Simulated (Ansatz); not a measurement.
SiO, quintet: the ladder up to UCCSDT(Q)

Geometry: that of the SiO, triplet, kept fixed.

| atom | x (Å) | y (Å) | z (Å) |
| --- | --- | --- | --- |
| Si | 0.0000 | 0.0000 | 0.0000 |
| O | 0.0000 | 0.0000 | 1.7235 |

Basis cc-pVTZ; Ansatz 0.2.0. Correlated methods freeze the noble-gas cores, which leaves 10 electrons in 58 orbitals. Prefix R: restricted or restricted open-shell reference; prefix U: unrestricted. Active spaces: valence = (10e, 8o) chosen from the atoms' valence shells.

Full CI isn't at hand for all of this; UCCSDT(Q) serves as the reference, and is uncertain by about the last step of the cluster series. The frozen core follows each run's orbitals, which can shift R against U totals by a few meV.

For open shells CISD is restricted-active-space CI with the open shells as a complete middle space.

The UHF ⟨S²⟩ is 6.015. The T1 diagnostic (RCCSD) is 0.0312. The largest doubles amplitude (RCCSD) is 0.065 and the T1 diagnostic (UCCSD) is 0.0236.

```json
{"level": "UHF", "E − E(RHF) (eV)": "-0.1928"}
{"level": "RMP2", "E − E(RHF) (eV)": "-6.4000"}
{"level": "UMP2", "E − E(RHF) (eV)": "-6.3965"}
{"level": "RCCSD", "E − E(RHF) (eV)": "-6.9454"}
{"level": "UCCSD", "E − E(RHF) (eV)": "-6.9551"}
{"level": "RCCSD(T)", "E − E(RHF) (eV)": "-7.1969"}
{"level": "UCCSD(T)", "E − E(RHF) (eV)": "-7.1997"}
```

(1) Estimate how far UCCSDT(Q) in cc-pVTZ lies from RCCSD(T). The table doesn't fix it; the size of (T) and the diagnostics are the guide.

(1) UCCSDT(Q) in cc-pVTZ lies 43 meV below RCCSD(T), which is 17 % of the (T) step (-252 meV). T1 is raised, but (T) still catches most of what CCSD lacks.

The other levels:

| level | E − E(UCCSDT(Q)) (meV) | share of correlation (%) | wall time |
| --- | --- | --- | --- |
| CISD | 602 | 91.69 | 16 s |
| BCCD(T) | 45 | 99.38 | 3.7 s |
| RCCSDT | 16 | 99.77 | – |
| UCCSDT | 12 | 99.83 | – |
| RCCSDT(Q) | 7 | 99.90 | 75 s |
| CASSCF (valence space) | 6531 | 9.79 | – |
| NEVPT2 (valence space) | 1186 | 83.62 | 1.4 s |
| MRCISD (valence space) | 530 | 92.68 | – |
| MRCISD+Q (valence space) | 133 | 98.16 | 2.9 s |

The correlation energy at UCCSDT(Q), counted from RHF, is -7.239 eV. That run took 67 s on 1 thread of Arm Neoverse V2, shared host.

Times hold each run's SCF and search for its determinant on a shared host, so for small cases they say little of a method's own cost; they ran on 1 thread of Arm Neoverse V2.

Natural occupations of CASSCF (valence space) about the gap: 1.997 1.975 1.003 1.002 1.000 1.000 0.024; effectively unpaired electrons, Σ n²(2−n)², 4.00.
